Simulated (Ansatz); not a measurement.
```xyz
6

Li    1.3829   -1.2261   -1.5884
O     0.4885   -0.4331   -0.5612
C    -0.2865    0.2540    0.3290
H    -1.1667    0.7242   -0.1462
H    -0.6816   -0.3900    1.1359
H     0.2634    1.0710    0.8310
```

The species carries charge 0 and has multiplicity 1.

List the r2SCAN/def2-TZVPP orbital energies in eV (Ansatz 0.2.0). (An estimate is asked.)

Computed: Occupied: -512.74, -272.53, -51.85, -23.45, -15.24, -9.30, -9.30, -9.09, -4.42, -4.42. Lowest empty: -0.83, 1.48, 1.48, 2.10, 3.52, 3.64, 4.79, 4.80.
